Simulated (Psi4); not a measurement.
# AlF2 (SMILES [F][Al][F]): U-r2SCAN-3c/def2-mTZVPP (density fitting)

What is the energy change on altering one bond length of AlF2 at U-r2SCAN-3c/def2-mTZVPP (density fitting)? 

Program for the calculation: Psi4 1.11.

4 further runs of the same task are left out: 4 set aside as unsound or not needed.

## (1) The system as given

AlF2 has 3 atoms, charge 0, and is taken as a doublet. As SMILES, `[F][Al][F]`. The coordinates come from a PBE0-D4/def2-TZVP relaxation.

Bond lengths: F1–Al2 1.647 Å, Al2–F3 1.647 Å. Angles: F1–Al2–F3 119.7°.

## (2) Energy and gradient at U-r2SCAN-3c/def2-mTZVPP (density fitting)

input.dat reads:

```
memory 1600 MB

molecule {
  0 2
  F
  Al 1 r2
  F 2 r3 1 a3

  r2 = 1.646548
  r3 = 1.646538
  a3 = 119.65199
  symmetry c1
  no_reorient
  no_com
}

set reference uks

e_tot, wfn = gradient("r2scan-3c", return_wfn=True)
print_variables()
```

Run with:

```console
$ psi4 input.dat output.dat -n 1
```

output.dat, shortened:

```text
[...]
  Running in c1 symmetry.
[...]
  Nuclear repulsion =   90.260757485130853
[...]
  Multiplicity = 2
[...]
  Nalpha       = 16
  Nbeta        = 15
[...]
    Number of basis functions: 70
[...]
   @DF-UKS iter   1:  -442.03223583100834   -4.39725e-01   1.07279e-02 ADIIS/DIIS
[...]
   @DF-UKS iter  11:  -442.20886976343047   -1.56888e-11   5.12537e-09 DIIS
[...]
   @S^2 Observed:                7.515493251E-01
[...]
    Orbital Energies [Eh]
    ---------------------
    Alpha Occupied:
       1A    -55.823425     2A    -24.461893     3A    -24.461891
       4A     -4.117452     5A     -2.659196     6A     -2.655390
       7A     -2.652896     8A     -1.120770     9A     -1.113638
      10A     -0.448619    11A     -0.413556    12A     -0.387252
      13A     -0.385973    14A     -0.372268    15A     -0.365196
      16A     -0.227987
    Alpha Virtual:
      17A     -0.072147    18A      0.023398    19A      0.023827
      20A      0.136319    21A      0.197112    22A      0.266461
      23A      0.274839    24A      0.437861    25A      0.474037
[...]
  @DF-UKS Final Energy:  -442.20886976343047
   => Energetics <=
    Nuclear Repulsion Energy =             90.2607574851308527
    One-Electron Energy =                -796.5014747397751762
    Two-Electron Energy =                 303.6375704685744950
    DFT Exchange-Correlation Energy =     -39.6060194158061876
    Empirical Dispersion Energy =           0.0002964384455835
    VV10 Nonlocal Energy =                  0.0000000000000000
    Total Energy =                       -442.2088697634304708
[...]
 Multipole Moments:
 ------------------------------------------------------------------------------------
     Multipole            Electronic (a.u.)      Nuclear  (a.u.)        Total (a.u.)
 ------------------------------------------------------------------------------------
 L = 1.  Multiply by 2.5417464519 to convert [e a0] to [Debye]
 Dipole X            :         -0.4401612           -0.1725086           -0.6126698
 Dipole Y            :         -0.2559284           -0.1002989           -0.3562273
 Dipole Z            :         -0.0000000            0.0000000           -0.0000000
 Magnitude           :                                                    0.7087046
[...]
  -Total Gradient:
     Atom            X                  Y                   Z
    ------   -----------------  -----------------  -----------------
       1       -0.000441325806    -0.006721515423     0.000000000000
       2        0.006104639764     0.003543639892    -0.000000000000
       3       -0.006064566003     0.002944547217    -0.000000000000
[...]
```

Wall time 20 s (1 thread of Intel Xeon Platinum 8259CL at 2.50GHz (Skylake/Cascade Lake), shared host); peak memory 0.5 GiB.

## (3) The distorted shape at the same level

input.in reads:

```
memory 1600 MB

molecule system {
  0 2
  F      3.50396609    -3.98129390     1.46720037
  Al     3.23127861    -0.88856812     1.67280257
  F     -1.76216961     1.92941037    -0.74606387
  units au
  symmetry c1
  no_reorient
  no_com
}

set reference uks

E = gradient("r2scan-3c")
```

Run with:

```console
$ psi4 input.in input.out -n 1
```

input.out, shortened:

```text
[...]
  Running in c1 symmetry.
[...]
  Nuclear repulsion =   66.257302729130259
[...]
  Multiplicity = 2
[...]
  Nalpha       = 16
  Nbeta        = 15
[...]
    Number of basis functions: 70
[...]
   @DF-UKS iter   1:  -441.71890919790519   -3.94260e-01   1.24869e-02 ADIIS/DIIS
[...]
   @DF-UKS iter  30:  -442.05710013192493   -3.41061e-13   2.73702e-09 DIIS
[...]
   @S^2 Observed:                7.696828182E-01
[...]
  @DF-UKS Final Energy:  -442.05710013192493
   => Energetics <=
    Nuclear Repulsion Energy =             66.2573027291302594
    One-Electron Energy =                -748.4075437169294673
    Two-Electron Energy =                 279.5068558425772380
    DFT Exchange-Correlation Energy =     -39.4135901984117112
    Empirical Dispersion Energy =          -0.0001247882912365
    VV10 Nonlocal Energy =                  0.0000000000000000
    Total Energy =                       -442.0571001319249262
[...]
 Multipole Moments:
 ------------------------------------------------------------------------------------
     Multipole            Electronic (a.u.)      Nuclear  (a.u.)        Total (a.u.)
 ------------------------------------------------------------------------------------
 L = 1.  Multiply by 2.5417464519 to convert [e a0] to [Debye]
 Dipole X            :        -56.2619115           57.6827903            1.4208787
 Dipole Y            :         29.7560180          -30.0183373           -0.2623193
 Dipole Z            :        -27.4863806           28.2366619            0.7502813
 Magnitude           :                                                    1.6280755
[...]
  -Total Gradient:
     Atom            X                  Y                   Z
    ------   -----------------  -----------------  -----------------
       1       -0.000939636707     0.005780482098     0.000148120467
       2        0.013503359251    -0.011812581231     0.006059425594
       3       -0.012624590119     0.006743758074    -0.006159202979
[...]
```

It took 23 s on 1 thread of Intel Xeon Platinum 8259CL at 2.50GHz (Skylake/Cascade Lake), shared host; peak memory 0.46 GiB.

## (4) What came out

Level: U-r2SCAN-3c/def2-mTZVPP (density fitting).

```
                                                          quantity          value
                                         first shape: total energy  -442.20887 Eh
                                        first shape: dipole moment         1.80 D
                   first shape: HOMO energy (highest over α and β)       -6.20 eV
                    first shape: LUMO energy (lowest over α and β)       -3.69 eV
                                                 first shape: ⟨S²⟩          0.752
                             first shape: largest force on an atom     0.363 eV/Å
                                     distorted shape: total energy  -442.05710 Eh
                                    distorted shape: dipole moment         4.14 D
               distorted shape: HOMO energy (highest over α and β)       -7.29 eV
                distorted shape: LUMO energy (lowest over α and β)       -6.28 eV
                                             distorted shape: ⟨S²⟩          0.770
                         distorted shape: largest force on an atom     0.974 eV/Å
energy change with the Al2–F3 bond stretched from 1.647 to 3.293 Å       4.130 eV
```

In words: With the Al2–F3 bond stretched from 1.647 to 3.293 Å the energy rises by 4.13 eV (95 kcal/mol). The first shape isn't relaxed at this level, so the change isn't measured from a minimum. The largest force (first shape) is 0.36 eV/Å: the shape isn't a stationary point for this species at this level.
